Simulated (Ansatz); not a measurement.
SiAs⁺, triplet: the ladder up to full CI

Geometry: a point of a stretch scan, not a stationary point.

| atom | x (Å) | y (Å) | z (Å) |
| --- | --- | --- | --- |
| Si | 0.0000 | 0.0000 | 0.0000 |
| As | 0.0000 | 0.0000 | 3.6610 |

Basis cc-pVDZ; Ansatz 0.2.0. Correlated methods freeze the noble-gas cores and the filled d shells of p-block atoms, which leaves 8 electrons in 26 orbitals. R marks a restricted (for open shells ROHF) determinant, U an unrestricted one. Active spaces: pair = (4e, 4o) about the gap; valence = (8e, 8o) chosen from the atoms' valence shells. No spin–orbit coupling is included, and no scalar relativity.

Full CI is exact within this basis and frozen core; it isn't the basis-set limit. The frozen core follows each run's orbitals, which can shift R against U totals by a few meV for light atoms and by up to 0.1 eV past Ca.

For open shells CISD is restricted-active-space CI with the open shells as a complete middle space.

BCCD(T) turns its orbitals far from the restricted determinant (T1 = 0.203 for the singles of that rotation), so its spin and state can't be checked, and it isn't compared.

```
UHF ⟨S²⟩                          : 3.015
T1 diagnostic (RCCSD)             : 0.1295
largest doubles amplitude (RCCSD) : 0.259
```

```csv
level,E − E(RHF) (eV)
RMP2,-3.3057
RCCSD*,-4.7567
RCCSD(T)*,-4.9712
```

Question: Estimate how far full CI in cc-pVDZ lies from RCCSD(T). The table doesn't fix it; the size of (T) and the diagnostics are the guide.

Answer: Full CI in cc-pVDZ lies 1.87 kcal/mol below RCCSD(T), which is 38 % of the (T) step (-4.94 kcal/mol). More than one determinant leads, and the rest is a large part of (T). The miss exceeds 1 kcal/mol.

The other levels:

```csv
level,E − E(full CI) (kcal/mol),share of correlation (%),wall time
CISD,19.70,83.09,4.4 s
RCCSDT*,0.56,99.52,–
RCCSDT(Q)*,-0.01,100.01,29 s
RCCSDTQ*,0.02,99.98,77 s (H100)
CASSCF (pair space),84.26,27.68,–
NEVPT2 (pair space),21.78,81.31,9.5 s
MRCISD (pair space),6.88,94.09,–
MRCISD+Q (pair space),-1.15,100.98,11 s
CASSCF (valence space),65.43,43.84,–
NEVPT2 (valence space),16.66,85.70,7.5 s
MRCISD (valence space),4.50,96.14,–
MRCISD+Q (valence space),0.00,100.00,8 s
```

An asterisk marks runs whose energy the program itself flagged as in doubt.

The correlation energy at full CI, counted from RHF, is -5.052 eV. That run took 64 s on 2 threads of AMD EPYC 7R13 with a shared H100 80 GB, shared host over 55,868,912 determinants.

Run but not shown, since their state, orbitals or frozen core can't be matched to the reference's or they repeat it: UHF, UMP2, UCCSD, UCCSD(T), BCCD(T), UCCSDT, UCCSDT(Q), UCCSDTQ.

Times hold each run's SCF and search for its determinant on a shared host, so for small cases they say little of a method's own cost; rows without a card ran on 1 thread of AMD EPYC 7R13.

Not variational, and here over 5 meV under the exact energy: MRCISD+Q (pair space).

The full-CI state has the irrep A2 of C2v, in the program's axes (one component, if the state is degenerate).

Natural occupations of full CI about the gap: 1.951 1.904 1.557 0.985 0.985 0.415 0.049 0.049 0.013 0.011; effectively unpaired electrons, Σ n²(2−n)², 2.97. No single determinant describes this state well, so single-reference rows can miss without a flag.
